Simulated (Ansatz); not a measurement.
**SiPH₃ (triplet): the correlation ladder at a displaced geometry (v1), cc-pVDZ**

How much of the correlation energy of SiPH₃ (triplet) does each wave-function method recover here?

Computed with Ansatz 0.2.0, Gaussian basis. Level: cc-pVDZ, core rule «outside noble gas», up to 10 orbitals frozen.

Plan: UHF; CCSD(T) on ROHF; CCSD(T) on UHF; BCCD(T) on ROHF; CISD as a restricted active space (open shells left free, so some higher excitations enter); CCSDT(Q) on ROHF; CCSDT(Q) on UHF.

30 further runs of the same task are left out: 2 for a known fault of the program, 11 that didn't finish, 17 set aside as unsound or not needed. Runs told in other sessions of the task aren't counted.

**1. What is computed**

The geometry is a PBE0/def2-TZVP stationary point (not a proven minimum) with its atoms shifted at random (size 0.040 Å).

5 atoms, charge 0, spin multiplicity 3.

Atoms are counted from 1 here; the program's logs count them from 0.

Bond lengths: Si1–P2 2.244 Å, Si1–H3 1.514 Å, Si1–H4 1.499 Å, Si1–H5 1.587 Å. Angles: P2–Si1–H3 108.3°, P2–Si1–H4 112.4°, P2–Si1–H5 112.2°, H3–Si1–H4 111.5°, H3–Si1–H5 105.8°, H4–Si1–H5 106.4°.

In the tables R marks a restricted open-shell determinant and U an unrestricted one; energies count from the table's Hartree-Fock row.

**2. UHF**

in.yaml

```yaml
crystal:
  periodic: [false, false, false]
  atoms:
    - {symbol: Si, position_ang: [-1.092877, -0.000320, 0.010391]}
    - {symbol: P, position_ang: [1.151290, 0.000037, -0.005558]}
    - {symbol: H, position_ang: [-1.569843, 1.436214, -0.039954]}
    - {symbol: H, position_ang: [-1.654625, -0.724309, 1.196354]}
    - {symbol: H, position_ang: [-1.702208, -0.704141, -1.275119]}
basis:
  gaussian: {orbitals: cc-pVDZ}
magnetization: {spin_polarized: true, initial_magnetization: 2}
hamiltonian: {xc: hf}
output: {orbitals: {seedname: orbitals}}
```

Command:

```
ansatz run in.yaml --threads 1 --pin off --events-out ev --progress --plain --max-ram 2393MiB
```

The log of the run:

```text
Functional definition: HF
  name "HF"
  cite "Fock, Z. Phys. 61, 126 (1930) doi:10.1007/BF01340294"
  parent pbe
  exchange = exact_x
  correlation = 0
503 factors; integrals over basis functions are off by at most 1.0e-3 eV
mean field evaluation 1: about -17179.8267 eV, gradient 8.2e0 eV
mean field evaluation 2: about -17179.8294 eV, gradient 8.2e0 eV
mean field evaluation 4: about -17180.8789 eV, gradient 6.8e-1 eV
mean field evaluation 8: about -17180.8871 eV, gradient 2.1e-3 eV
mean field -17180.88711064 eV, -631.3859556924 hartree, gradient 1.8e-5 eV, S^2 2.018532; 0 other end points of the search recorded, 0 dependent functions left out
reference -17180.88711064 eV, -631.3859556924 hartree; 17, 15 occupied and 34, 36 virtual orbitals, 503 factors
Total energy: -17180.88711064 eV, -631.3859556924 hartree
```

Wall time 0.54 s (1 thread of Arm Neoverse V1, shared host).

From the report: ⟨S²⟩ of the determinant 2.019 (pure triplet: 2.00).

**3. CCSD(T) on ROHF**

in.yaml: that of step 2 with these lines changed.

```diff
@@ -10,4 +10,4 @@
   gaussian: {orbitals: cc-pVDZ}
-magnetization: {spin_polarized: true, initial_magnetization: 2}
-hamiltonian: {xc: hf}
-output: {orbitals: {seedname: orbitals}}
+magnetization: {spin_polarized: false, initial_magnetization: 2}
+correlation: {method: ccsd_t, electrons: outside_noble_gas}
+output: {forces: true}
```

Launched as before.

The log of the run (excerpt; [...] marks lines left out):

```text
Functional definition: HF
  name "HF"
  cite "Fock, Z. Phys. 61, 126 (1930) doi:10.1007/BF01340294"
  parent pbe
[...]
503 factors; integrals over basis functions are off by at most 1.0e-3 eV
[...]
mean field -17180.73218336 eV, -631.3802622199 hartree, gradient 2.7e-6 eV, S^2 2.000000; 1 other end points of the search recorded, 0 dependent functions left out
[...]
determinant -17180.73218336 eV, -631.3802622199 hartree, with singles and doubles -17186.94397749 eV, -631.6085414438 hartree
determinant -17178.12727153 eV, -631.2845334759 hartree, with singles and doubles -17184.38081906 eV, -631.5143471087 hartree
10 core orbitals not correlated: weight in the atoms' cores, before any rotation towards them, 1.000 or more for the frozen orbitals, at most 0.000 for the correlated occupied ones
reference -17180.73218336 eV, -631.3802622199 hartree; 7, 5 occupied and 34, 36 virtual orbitals, 503 factors
second order -4.97483526 eV of doubles, -0.08881267 eV of singles
cycle   1  -6.21185022 eV  change   -5.6e-5 eV  update   3.8e-4
[...]
cycle   9  -6.21192336 eV  change   -4.1e-7 eV  update   4.5e-7
perturbative correction -0.15422188 eV, -0.0056675494 hartree
[...]
Total energy: -17187.09832860 eV, -631.6142137423 hartree
Atom 0 at    -1.092877    -0.000320     0.010391 Å, force    -1.287128    -0.286534    -1.174722 eV/Å
Atom 1 at     1.151290     0.000037    -0.005558 Å, force     0.595896    -0.066240    -0.004804 eV/Å
Atom 2 at    -1.569843     1.436214    -0.039954 Å, force     0.040422    -0.332603     0.147917 eV/Å
Atom 3 at    -1.654625    -0.724309     1.196354 Å, force     0.055737     0.141567    -0.010187 eV/Å
Atom 4 at    -1.702208    -0.704141    -1.275119 Å, force     0.595073     0.543809     1.041797 eV/Å
Dipole moment:    -0.054783     0.002019     0.037479 e Å
```

Run time: 6 s. Hardware: 1 thread of Arm Neoverse V1, shared host.

From the report: correlation -6.3661 eV; T1 0.019; largest double amplitude 0.04.

**4. CCSD(T) on UHF**

in.yaml: that of step 3 with these lines changed.

```diff
@@ -10,3 +10,3 @@
   gaussian: {orbitals: cc-pVDZ}
-magnetization: {spin_polarized: false, initial_magnetization: 2}
+magnetization: {spin_polarized: true, initial_magnetization: 2}
 correlation: {method: ccsd_t, electrons: outside_noble_gas}
```

Same command.

The log of the run (excerpt; [...] marks lines left out):

```text
Functional definition: HF
  name "HF"
  cite "Fock, Z. Phys. 61, 126 (1930) doi:10.1007/BF01340294"
  parent pbe
[...]
503 factors; integrals over basis functions are off by at most 1.0e-3 eV
[...]
mean field -17180.88711064 eV, -631.3859556924 hartree, gradient 3.3e-6 eV, S^2 2.018532; 1 other end points of the search recorded, 0 dependent functions left out
determinant -17180.88711064 eV, -631.3859556924 hartree, with singles and doubles -17186.94831621 eV, -631.6087008886 hartree
determinant -17178.26737062 eV, -631.2896820224 hartree, with singles and doubles -17184.38515187 eV, -631.5145063366 hartree
10 core orbitals not correlated: weight in the atoms' cores, before any rotation towards them, 1.000 or more for the frozen orbitals, at most 0.000 for the correlated occupied ones
reference -17180.88711064 eV, -631.3859556924 hartree; 7, 5 occupied and 34, 36 virtual orbitals, 503 factors
second order -4.88442822 eV of doubles, -0.00000000 eV of singles
cycle   1  -6.06122099 eV  change   -1.5e-5 eV  update   3.9e-4
[...]
cycle   8  -6.06127669 eV  change    2.9e-6 eV  update   1.3e-6
perturbative correction -0.15043966 eV, -0.0055285557 hartree
[...]
Total energy: -17187.09882699 eV, -631.6142320580 hartree
Atom 0 at    -1.092877    -0.000320     0.010391 Å, force    -1.287747    -0.286484    -1.174745 eV/Å
Atom 1 at     1.151290     0.000037    -0.005558 Å, force     0.595930    -0.066258    -0.004801 eV/Å
Atom 2 at    -1.569843     1.436214    -0.039954 Å, force     0.040599    -0.332741     0.147928 eV/Å
Atom 3 at    -1.654625    -0.724309     1.196354 Å, force     0.055950     0.141625    -0.010290 eV/Å
Atom 4 at    -1.702208    -0.704141    -1.275119 Å, force     0.595269     0.543859     1.041908 eV/Å
Dipole moment:    -0.054967     0.002015     0.037482 e Å
```

Run time: 5.5 s. Hardware: 1 thread of Arm Neoverse V1, shared host.

From the report: ⟨S²⟩ of the determinant 2.019 (pure triplet: 2.00); correlation -6.2117 eV; T1 0.015; largest double amplitude 0.04.

**5. BCCD(T) on ROHF**

in.yaml: that of step 4 with these lines changed.

```diff
@@ -10,4 +10,3 @@
   gaussian: {orbitals: cc-pVDZ}
-magnetization: {spin_polarized: true, initial_magnetization: 2}
-correlation: {method: ccsd_t, electrons: outside_noble_gas}
-output: {forces: true}
+magnetization: {spin_polarized: false, initial_magnetization: 2}
+correlation: {method: bccd_t, electrons: outside_noble_gas}
```

Same command.

The log of the run (excerpt; [...] marks lines left out):

```text
Functional definition: HF
  name "HF"
  cite "Fock, Z. Phys. 61, 126 (1930) doi:10.1007/BF01340294"
  parent pbe
[...]
503 factors; integrals over basis functions are off by at most 1.0e-3 eV
[...]
mean field -17180.73218336 eV, -631.3802622199 hartree, gradient 2.7e-6 eV, S^2 2.000000; 1 other end points of the search recorded, 0 dependent functions left out
[...]
determinant -17180.73218336 eV, -631.3802622199 hartree, with singles and doubles -17186.94397749 eV, -631.6085414438 hartree
determinant -17178.12727153 eV, -631.2845334759 hartree, with singles and doubles -17184.38081906 eV, -631.5143471087 hartree
10 core orbitals not correlated: weight in the atoms' cores, before any rotation towards them, 1.000 or more for the frozen orbitals, at most 0.000 for the correlated occupied ones
reference -17180.73218336 eV, -631.3802622199 hartree; 7, 5 occupied and 34, 36 virtual orbitals, 503 factors
second order -4.97483526 eV of doubles, -0.08881267 eV of singles
cycle   1  -6.21129737 eV  change    5.0e-4 eV  update   4.0e-3
[...]
cycle   7  -6.20946949 eV  change   -5.4e-6 eV  update   1.1e-5
perturbative correction -0.15769229 eV, -0.0057950849 hartree
Total energy: -17187.09934514 eV, -631.6142510995 hartree
```

Wall time 2.8 s (1 thread of Arm Neoverse V1, shared host).

From the report: correlation -6.3672 eV; largest double amplitude 0.04.

**6. CISD as a restricted active space (open shells left free, so some higher excitations enter)**

in.yaml: that of step 5 with these lines changed.

```diff
@@ -11,2 +11,2 @@
 magnetization: {spin_polarized: false, initial_magnetization: 2}
-correlation: {method: bccd_t, electrons: outside_noble_gas}
+correlation: {active_space: {ras: {orbitals: [5, 2, 34], electrons: 12, max_holes: 2, max_particles: 2}, fixed_orbitals: true}}
```

Launched as before.

The log of the run:

```text
Functional definition: HF
  name "HF"
  cite "Fock, Z. Phys. 61, 126 (1930) doi:10.1007/BF01340294"
  parent pbe
  exchange = exact_x
  correlation = 0
503 factors; integrals over basis functions are off by at most 1.0e-3 eV
mean field evaluation 1: about -17179.7518 eV, gradient 1.0e1 eV
mean field evaluation 2: about -17179.7544 eV, gradient 1.0e1 eV
mean field evaluation 4: about -17180.7303 eV, gradient 5.6e-1 eV
mean field evaluation 8: about -17180.7322 eV, gradient 1.6e-4 eV
mean field -17180.73218336 eV, -631.3802622199 hartree, gradient 2.7e-6 eV, S^2 2.000000; 0 other end points of the search recorded, 0 dependent functions left out
reference -17180.73218336 eV, -631.3802622199 hartree; 17, 15 occupied and 34, 36 virtual orbitals, 503 factors
state -17186.41861712 eV, -631.5892348063 hartree
Total energy: -17186.41861712 eV, -631.5892348063 hartree
```

It took 3.4 s on 1 thread of Arm Neoverse V1, shared host.

From the report: 253,791 determinants.

**7. CCSDT(Q) on ROHF**

in.yaml: that of step 6 with these lines changed.

```diff
@@ -11,2 +11,2 @@
 magnetization: {spin_polarized: false, initial_magnetization: 2}
-correlation: {active_space: {ras: {orbitals: [5, 2, 34], electrons: 12, max_holes: 2, max_particles: 2}, fixed_orbitals: true}}
+correlation: {method: ccsdt_q, electrons: outside_noble_gas}
```

Same command.

The log of the run (excerpt; [...] marks lines left out):

```text
Functional definition: HF
  name "HF"
  cite "Fock, Z. Phys. 61, 126 (1930) doi:10.1007/BF01340294"
  parent pbe
[...]
970 factors; integrals over basis functions are off by at most 2.2e-7 eV
[...]
mean field -17180.73223233 eV, -631.3802640196 hartree, gradient 2.8e-6 eV, S^2 2.000000; 1 other end points of the search recorded, 0 dependent functions left out
[...]
determinant -17180.73223233 eV, -631.3802640196 hartree, with singles and doubles -17186.94401016 eV, -631.6085426443 hartree
determinant -17178.12732750 eV, -631.2845355326 hartree, with singles and doubles -17184.38086134 eV, -631.5143486625 hartree
10 core orbitals not correlated: weight in the atoms' cores, before any rotation towards them, 1.000 or more for the frozen orbitals, at most 0.000 for the correlated occupied ones
reference -17180.73223233 eV, -631.3802640196 hartree; 7, 5 occupied and 34, 36 virtual orbitals, 970 factors
second order -4.97487228 eV of doubles, -0.08881257 eV of singles
cycle   1  -5.90955222 eV  change   -8.4e-1 eV  update   7.8e-2
[...]
cycle  16  -6.39804796 eV  change    4.0e-7 eV  update   5.8e-7
perturbative correction -0.00767095 eV, -0.0002819023 hartree
Total energy: -17187.13795124 eV, -631.6156698477 hartree
```

Run time: 77 s. Hardware: 1 thread of Arm Neoverse V1, shared host; peak memory 0.67 GiB.

From the report: correlation -6.4057 eV; T1 0.019; largest double amplitude 0.05.

**8. CCSDT(Q) on UHF**

in.yaml: that of step 7 with these lines changed.

```diff
@@ -10,3 +10,3 @@
   gaussian: {orbitals: cc-pVDZ}
-magnetization: {spin_polarized: false, initial_magnetization: 2}
+magnetization: {spin_polarized: true, initial_magnetization: 2}
 correlation: {method: ccsdt_q, electrons: outside_noble_gas}
```

The command is unchanged.

The log of the run (excerpt; [...] marks lines left out):

```text
Functional definition: HF
  name "HF"
  cite "Fock, Z. Phys. 61, 126 (1930) doi:10.1007/BF01340294"
  parent pbe
[...]
970 factors; integrals over basis functions are off by at most 2.2e-7 eV
[...]
mean field -17180.88715960 eV, -631.3859574915 hartree, gradient 3.1e-6 eV, S^2 2.018532; 1 other end points of the search recorded, 0 dependent functions left out
determinant -17180.88715960 eV, -631.3859574915 hartree, with singles and doubles -17186.94834914 eV, -631.6087020991 hartree
determinant -17178.26742719 eV, -631.2896841014 hartree, with singles and doubles -17184.38519482 eV, -631.5145079150 hartree
10 core orbitals not correlated: weight in the atoms' cores, before any rotation towards them, 1.000 or more for the frozen orbitals, at most 0.000 for the correlated occupied ones
reference -17180.88715960 eV, -631.3859574915 hartree; 7, 5 occupied and 34, 36 virtual orbitals, 970 factors
second order -4.88446434 eV of doubles, -0.00000000 eV of singles
cycle   1  -5.73406379 eV  change   -8.5e-1 eV  update   8.0e-2
[...]
cycle  16  -6.24361578 eV  change    5.3e-7 eV  update   6.5e-7
perturbative correction -0.00766878 eV, -0.0002818226 hartree
Total energy: -17187.13844416 eV, -631.6156879620 hartree
```

Wall time 68 s (1 thread of Arm Neoverse V1, shared host); peak memory 0.56 GiB.

From the report: ⟨S²⟩ of the determinant 2.019 (pure triplet: 2.00); correlation -6.2513 eV; T1 0.016; largest double amplitude 0.05.

**9. All levels against the top one**

The yardstick is UCCSDT(Q), where the cluster series has nearly closed. Rows without a time are mean-field rows or come out of runs for another level: lower rungs of the coupled-cluster runs, or the Hartree-Fock search. The times of RCCSD(T), UCCSD(T) include forces.

Differences are taken before rounding.

```csv
method,energy from the lowest ROHF (kcal/mol),from UCCSDT(Q) (kcal/mol),time
ROHF,0.00,+147.73,
UHF,-3.57,+144.16,
RMP2,-116.77,+30.96,
UMP2,-116.21,+31.52,
CISD,-131.13,+16.60,3.4 s
RCCSD,-143.25,+4.48,
UCCSD,-143.35,+4.38,
RCCSD(T),-146.81,+0.93,6 s
UCCSD(T),-146.82,+0.91,5.5 s
BCCD(T),-146.83,+0.90,2.8 s
RCCSDT,-147.54,+0.19,
UCCSDT,-147.56,+0.18,
RCCSDT(Q),-147.72,+0.01,77 s
UCCSDT(Q),-147.73,0,68 s
```

Among the levels timed on like hardware and quicker than the yardstick, those that no quicker one beats, quickest first: BCCD(T) (2.8 s, +0.90 kcal/mol).

**10. What came out**

| quantity | value |
| --- | --- |
| UCCSDT(Q) from the ROHF energy | -6.4063 eV |
| RMP2 from UCCSDT(Q) | +30.96 kcal/mol |
| UMP2 from UCCSDT(Q) | +31.52 kcal/mol |
| RCCSD from UCCSDT(Q) | +4.48 kcal/mol |
| RCCSD(T) from UCCSDT(Q) | +0.93 kcal/mol |
| UCCSD(T) from UCCSDT(Q) | +0.91 kcal/mol |
| RCCSDT(Q) from UCCSDT(Q) | +0.01 kcal/mol |
| levels within 1 kcal/mol (43 meV) | RCCSD(T), UCCSD(T), BCCD(T), RCCSDT, UCCSDT, RCCSDT(Q) |
| T1 diagnostic | 0.019 |

RCCSD(T) lands +0.93 kcal/mol from the yardstick (0.6 % of the correlation energy). These misses are within one basis, not against nature; the frozen cores of restricted and unrestricted runs differ, which can shift their rows.

With open shells the CI space here admits some higher excitations, so it is larger than plain CISD.

BCCD(T) reaches 0.90 kcal/mol from the reference in 2.8 s, where UCCSDT(Q) took 68 s.
